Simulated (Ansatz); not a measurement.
# GeH$_{2}$, triplet in cc-pVDZ: errors against full CI

Geometry: a point of a stretch scan, not a stationary point.

```xyz
3

Ge    0.0000   -0.0465    0.0446
H     0.0000    2.6304   -4.5956
H     0.0000    0.7233    1.3790
```

Basis cc-pVDZ; Ansatz 0.2.0. Correlated methods freeze the noble-gas cores and the filled d shells of p-block atoms, which leaves 6 electrons in 23 orbitals. R marks a restricted (for open shells ROHF) determinant, U an unrestricted one. Active spaces: pair = (4e, 4o) about the gap; valence = (6e, 6o) chosen from the atoms' valence shells. No spin–orbit coupling is included, and no scalar relativity.

Full CI is exact within this basis and frozen core; it isn't the basis-set limit. The frozen core follows each run's orbitals, which can shift R against U totals by a few meV for light atoms and by up to 0.1 eV past Ca.

For open shells CISD is restricted-active-space CI with the open shells as a complete middle space.

- UHF ⟨S²⟩: 2.011
- T1 diagnostic (RCCSD): 0.0172
- largest doubles amplitude (RCCSD): 0.072

| level | E − E(full CI) (mEh) | share of correlation (%) | wall time |
| --- | --- | --- | --- |
| RHF | 87.19 | 0.00 | – |
| RMP2 | 23.08 | 73.53 | – |
| CISD | 4.09 | 95.31 | 1.4 s |
| RCCSD | 1.89 | 97.83 | – |
| RCCSD(T) | 0.46 | 99.47 | 3.7 s |
| BCCD(T) | 0.46 | 99.47 | 4 s |
| RCCSDT | 0.04 | 99.96 | – |
| RCCSDT(Q) | 0.00 | 100.00 | 6 s |
| CASSCF (pair space) | 71.84 | 17.61 | – |
| NEVPT2 (pair space) | 19.03 | 78.18 | 2.5 s |
| CASSCF (valence space) | 55.91 | 35.87 | – |
| NEVPT2 (valence space) | 16.29 | 81.32 | 2 s |
| NEVPT4(SD) (valence space) | 2.00 | 97.71 | 2.2 s |
| MRCISD (valence space) | 1.83 | 97.90 | – |
| MRCISD+Q (valence space) | -0.27 | 100.31 | 2.3 s |

The correlation energy at full CI, counted from RHF, is -2.372 eV. That run took 10 s on 1 thread of Arm Neoverse V1, shared host over 1,563,320 determinants.

Run but not shown, since their state, orbitals or frozen core can't be matched to the reference's or they repeat it: UHF, UMP2, UCCSD, UCCSD(T), UCCSDT, UCCSDT(Q).

Times hold each run's SCF and search for its determinant on a shared host, so for small cases they say little of a method's own cost; they ran on 1 thread of Arm Neoverse V1.

More than 5 meV below full CI, which no variational method can be: MRCISD+Q (valence space).

The full-CI state has the irrep A'' of Cs, in the program's axes.

Natural occupations of full CI about the gap: 1.956 1.916 1.000 0.988 0.048 0.034 0.010 0.009 0.007 0.007; effectively unpaired electrons, Σ n²(2−n)², 2.05.
